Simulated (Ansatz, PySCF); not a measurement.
System: dimethyl thioether, C2H6S, net charge 0, singlet state. 
Structure (B3LYP-D3(BJ)/def2-TZVP (Ansatz, a program for electronic structure) minimum search):
```
S
C 1 1.8112
H 2 1.0891 1 107.16
H 2 1.0906 3 108.89 1 120.22
H 2 1.0906 3 108.89 4 119.56
C 1 1.8112 2 99.32 3 180.00
H 6 1.0891 1 107.16 2 -180.00
H 6 1.0906 7 108.89 1 -120.22
H 6 1.0906 7 108.89 8 -119.56
```

PBE beside other levels, property by property. Correlated levels leave the core frozen unless marked. UHF or UKS for open shells. Spin-orbit coupling is left out. Non-relativistic. CBS marks a two-point X^-3 extrapolation of the correlation energy; Hartree-Fock from the larger set. [CCSD(T)-MP2]/basis is that difference in the basis named. Rows marked 298 K are enthalpies with B3LYP-D3(BJ) harmonic zero-point and thermal terms from PySCF. Enthalpies of formation rest on the atoms' values in the G2/97 table (older ones for B and Si), with no core term in the frozen-core levels. The coupled-cluster column (Ansatz) is a level with limits of its own: (a) RI-MP2/CBS(aug-cc-pV(T+d)Z,aug-cc-pV(Q+d)Z)+[CCSD(T)-MP2]/aug-cc-pV(T+d)Z; (b) RI-MP2/CBS(cc-pV(T+d)Z,cc-pV(Q+d)Z)+[CCSD(T)-MP2]/cc-pV(T+d)Z.

```csv
property,r2SCAN-D4/def2-TZVPD (Ansatz + dftd4),CAM-B3LYP/def2-TZVPD (Ansatz),B2PLYP/def2-TZVPD (Ansatz),coupled cluster,measured
"C-S bond dissociation enthalpy, 298 K, to [CH3] (CH3) + C[S] (kcal/mol)",67.7,67.9,69.1,73.8 (a),-
"proton affinity at S, enthalpy at 298 K, to C[SH+]C (kcal/mol)",200.5,198.0,198.4,198.8 (b),-
enthalpy of formation at 298 K by atomisation (kcal/mol),-9.9,-7.2,2.3,-10.0 (a),-8.9
"C-H bond dissociation enthalpy, 298 K, to [CH2]SC + H atom (kcal/mol)",88.1,91.4,90.9,94.6 (b),-
```

Measured values: G2/97 table in ASE (Curtiss et al.); they hold spin-orbit effects, and any other conformers, which all levels lack, and core correlation, which the frozen-core levels lack. This is an older compilation, not checked against later work.

Question: What does PBE/def2-TZVPD (Ansatz) give for each property, and on which side of the measured value, or else of coupled cluster, does it fall?

Answer: 
- C-S bond dissociation enthalpy, 298 K, to [CH3] (CH3) + C[S]: PBE lies 1.4 kcal/mol below coupled cluster; PBE gives 72.4 kcal/mol.
- proton affinity at S, enthalpy at 298 K, to C[SH+]C: PBE lies 0.3 kcal/mol above coupled cluster; PBE gives 199.1 kcal/mol.
- enthalpy of formation at 298 K by atomisation: PBE lies 8.3 kcal/mol below the measured value; PBE gives -17.2 kcal/mol.
- C-H bond dissociation enthalpy, 298 K, to [CH2]SC + H atom: PBE lies 6.3 kcal/mol below coupled cluster; PBE gives 88.3 kcal/mol.
